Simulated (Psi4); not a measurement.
# S2 (sulfur dimer): UM11-L/pcseg-1 (density fitting)

What is the energy change on altering one bond length of S2 (sulfur dimer) at UM11-L/pcseg-1 (density fitting)? 

The results are computed with Psi4 1.11.

2 further runs of the same task are left out: 2 set aside as unsound or not needed.

### 1 The system as given

S2: 2 atoms, total charge 0, spin state triplet. SMILES: `S=S`. Geometry: the measured bond length.

Bond lengths: S1–S2 1.889 Å.

### 2 Vibrational wavenumbers at UM11-L/pcseg-1 (density fitting)

File job.dat:

```
memory 1.6 GB

molecule {
  0 3
  S      0.00000000     0.00000000     0.00000000
  S      0.00000000     0.00000000     3.57007059
  units au
}

set {
  basis pcseg-1
  reference uks
  scf_type df
  rotational_symmetry_number 2
}

e_tot, wfn = frequencies("m11-l", return_wfn=True)
```

Launch:

```sh
$ psi4 -n 1 job.dat job.out
```

job.out:

```text
[...]
  Running in d2h symmetry.
[...]
  Nuclear repulsion =   71.707265597793125
[...]
  Multiplicity = 3
[...]
  Nalpha       = 17
  Nbeta        = 15
[...]
    Number of basis functions: 36
[...]
   @DF-UKS iter   1:  -796.12437405414903   -1.30853e-01   1.35232e-02 DIIS/ADIIS
[...]
  Running in c2h symmetry.
[...]
   @DF-UKS iter   8:  -796.15538789908783   -1.25056e-12   3.16354e-09 DIIS
[...]
   @S^2 Observed:                2.003357572E+00
[...]
    Orbital Energies [Eh]
    ---------------------
    Alpha Occupied:
       1Bu   -89.338278     1Ag   -89.338278     2Bu    -8.375416
       2Ag    -8.375217     3Bu    -5.924638     1Au    -5.924638
       3Ag    -5.924575     1Bg    -5.924575     4Ag    -5.923829
       4Bu    -5.923043     5Ag    -0.843327     5Bu    -0.626427
       6Ag    -0.397289     6Bu    -0.357223     2Au    -0.357223
       2Bg    -0.225658     7Ag    -0.225658
    Alpha Virtual:
       7Bu    -0.051761     8Ag     0.162137     3Au     0.218432
       8Bu     0.218432     9Bu     0.225698     9Ag     0.249637
      10Ag     0.263136     3Bg     0.263136     4Au     0.395975
[...]
  @DF-UKS Final Energy:  -796.15538789908783
   => Energetics <=
    Nuclear Repulsion Energy =             71.7072611985419996
    One-Electron Energy =               -1242.8450190359328644
    Two-Electron Energy =                 426.2296002580526419
    DFT Exchange-Correlation Energy =     -51.2472303197496686
    Empirical Dispersion Energy =           0.0000000000000000
    VV10 Nonlocal Energy =                  0.0000000000000000
    Total Energy =                       -796.1553878990878275
[...]
 Multipole Moments:
 ------------------------------------------------------------------------------------
     Multipole            Electronic (a.u.)      Nuclear  (a.u.)        Total (a.u.)
 ------------------------------------------------------------------------------------
 L = 1.  Multiply by 2.5417464519 to convert [e a0] to [Debye]
 Dipole X            :          0.0000000            0.0000000            0.0000000
 Dipole Y            :          0.0000000            0.0000000            0.0000000
 Dipole Z            :          0.0000000            0.0000000            0.0000000
 Magnitude           :                                                    0.0000000
[...]
  -Total Gradient:
     Atom            X                  Y                   Z
    ------   -----------------  -----------------  -----------------
       1        0.000000000000     0.000001516914     0.004330501147
       2       -0.000000000000    -0.000001516914    -0.004330501147
[...]
  ==> Harmonic Vibrational Analysis <==
[...]
  Freq [cm^-1]                 739.0983
[...]
  IR activ [km/mol]             0.0000
[...]
  Total E_0, Enthalpy at 0 [K]                                                         -796.15370411 [Eh]
[...]
  Total H, Enthalpy at  298.15 [K]                                                     -796.15030156 [Eh]
[...]
  Total G, Gibbs energy at  298.15 [K]                                                 -796.17617880 [Eh]
[...]
```

It took 13 s on 1 thread of Intel Xeon 6975P-C (Granite Rapids), shared host; peak memory 0.31 GiB.

### 3 The distorted shape: a single-point energy at UM11-L/pcseg-1 (density fitting)

File job.in:

```
memory 1600 MB

molecule {
  0 3
  S      0.000000     0.000000     0.188900
  S      0.000000     0.000000     1.889200
  units angstrom
}

set reference uks
set scf_type df

energy_value = energy('m11-l/pcseg-1')
print_variables()
```

Launch:

```sh
$ psi4 job.in job.out -n 1
```

job.out:

```text
[...]
  Running in d2h symmetry.
[...]
  Nuclear repulsion =   79.673802229912383
[...]
  Multiplicity = 3
[...]
  Nalpha       = 17
  Nbeta        = 15
[...]
    Number of basis functions: 36
[...]
   @DF-UKS iter   1:  -796.07599561859456    1.92243e-01   1.71872e-02 DIIS/ADIIS
[...]
   @DF-UKS iter   7:  -796.12490053414865   -1.57183e-09   1.47256e-07 DIIS
[...]
   @S^2 Observed:                2.002851732E+00
[...]
    Orbital Energies [Eh]
    ---------------------
    Alpha Occupied:
       1B1u  -89.318392     1Ag   -89.318391     2B1u   -8.364430
       2Ag    -8.364318     3Ag    -5.913892     1B3u   -5.912813
       1B2u   -5.912813     1B2g   -5.912567     1B3g   -5.912567
       3B1u   -5.911022     4Ag    -0.901227     4B1u   -0.601862
       5Ag    -0.398648     2B3u   -0.385266     2B2u   -0.385266
       2B3g   -0.202597     2B2g   -0.202597
    Alpha Virtual:
       5B1u    0.000339     6Ag     0.133486     3B3u    0.197732
       3B2u    0.197732     7Ag     0.251579     6B1u    0.255414
       3B3g    0.273569     3B2g    0.273569     4B3u    0.396380
[...]
  @DF-UKS Final Energy:  -796.12490053414865
   => Energetics <=
    Nuclear Repulsion Energy =             79.6738022299123827
    One-Electron Energy =               -1258.7706514136652913
    Two-Electron Energy =                 434.3506705271336159
    DFT Exchange-Correlation Energy =     -51.3787218775292871
    Empirical Dispersion Energy =           0.0000000000000000
    VV10 Nonlocal Energy =                  0.0000000000000000
    Total Energy =                       -796.1249005341486509
[...]
 Multipole Moments:
 ------------------------------------------------------------------------------------
     Multipole            Electronic (a.u.)      Nuclear  (a.u.)        Total (a.u.)
 ------------------------------------------------------------------------------------
 L = 1.  Multiply by 2.5417464519 to convert [e a0] to [Debye]
 Dipole X            :          0.0000000            0.0000000            0.0000000
 Dipole Y            :          0.0000000            0.0000000            0.0000000
 Dipole Z            :          0.0000000            0.0000000            0.0000000
 Magnitude           :                                                    0.0000000
[...]
```

Wall time 3 s (1 thread of Intel Xeon 6975P-C (Granite Rapids), shared host); peak memory 0.29 GiB.

### 4 Results

Level: UM11-L/pcseg-1 (density fitting).

| quantity | value |
| --- | --- |
| first shape: total energy | -796.15539 Eh |
| first shape: dipole moment | 0.00 D |
| first shape: ⟨S²⟩ | 2.003 |
| first shape: harmonic wavenumber | 739 cm⁻¹ |
| first shape: zero-point energy | 4.4 kJ/mol |
| first shape: ideal-gas entropy at 298.15 K (symmetry number 2 as used) | 54.5 cal/(mol K) |
| distorted shape: total energy | -796.12490 Eh |
| distorted shape: dipole moment | 0.00 D |
| distorted shape: HOMO energy (highest over α and β) | -5.51 eV |
| distorted shape: LUMO energy (lowest over α and β) | -4.27 eV |
| distorted shape: ⟨S²⟩ | 2.003 |
| energy change with the S1–S2 bond shortened from 1.889 to 1.700 Å | 0.830 eV |

What this shows: With the S1–S2 bond shortened from 1.889 to 1.700 Å the energy rises by 0.83 eV (80.0 kJ/mol). The first shape isn't relaxed at this level, so the change isn't measured from a minimum. The one mode (first shape) is real. The vibrations (first shape) are taken at a shape not relaxed at this level, so they aren't the harmonic values of a minimum.
